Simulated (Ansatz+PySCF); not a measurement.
doublet C2H4NO: levels of theory in one basis

```xyz
8

C     0.0000   -0.1876   -1.2263
N     0.0000    0.4717   -0.0202
C     0.0000   -0.1559    1.2083
H     0.0000    0.3949   -2.1318
H     0.0000   -1.2636   -1.2037
H     0.0000    1.4814   -0.0184
H     0.0000    0.5683    2.0413
O     0.0000   -1.3093    1.3509
```

Basis set: cc-pVTZ (spherical functions). Correlated methods keep 4 orbitals frozen. Correlation on ROHF uses semicanonical orbitals with singles. Charge 0, multiplicity 2.

Computed with Ansatz (development build ahead of 0.2.0) and PySCF 2.14.0; each method stands on the lowest determinant of its kind that the runs found.

```tsv
method	E − E(ROHF) (eV)	<S²> of the determinant
ROHF	0.00	0.75
UHF	-0.14	0.77
ROHF-MP2	-20.26	–
UHF-MP2	-20.23	0.77
```
